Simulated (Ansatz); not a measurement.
```yaml
crystal:
  periodic: [false, false, false]
  atoms:
    - {symbol: W, position_ang: [0.000000, 0.000000, 0.000000]}
    - {symbol: Ge, position_ang: [0.000000, 0.000000, 2.650000]}
basis:
  gaussian: {orbitals: def2-TZVP}
total_charge: 1
magnetization: {spin_polarized: true, initial_magnetization: 3}
hamiltonian: {xc: pbe0}
relax: {f_tol: 0.004, max_steps: 80}
```

```sh
$ ansatz run in.yaml --threads 1 --pin off --events-out ev --progress --plain --max-ram 2176MiB
```

Steps of the relaxation (energy above the last step; positions in Å, forces in eV/Å):

```
2
step 1, 143.4 meV
W     0.000    0.000    0.000    0.000    0.000    1.235
Ge    0.000    0.000    2.650    0.000    0.000   -1.235
```

```
2
step 2, 0.9 meV
W     0.000    0.000    0.090    0.000    0.000    0.135
Ge    0.000    0.000    2.560    0.000    0.000   -0.135
```

```
2
step 3, 0.4 meV
W     0.000    0.000    0.101    0.000    0.000   -0.097
Ge    0.000    0.000    2.549    0.000    0.000    0.097
```

```
2
step 5, 0.0 meV
W     0.000    0.000    0.097    0.000    0.000    0.000
Ge    0.000    0.000    2.553    0.000    0.000    0.000
```

Close pairs at the end: W1–Ge2 2.456 Å.

A stationary point of unrestricted PBE0 after 5 steps, with ⟨S²⟩ = 4.422 against 3.75 for a pure state. 1.9 min on 1 thread of Intel Xeon Platinum 8375C, shared host.
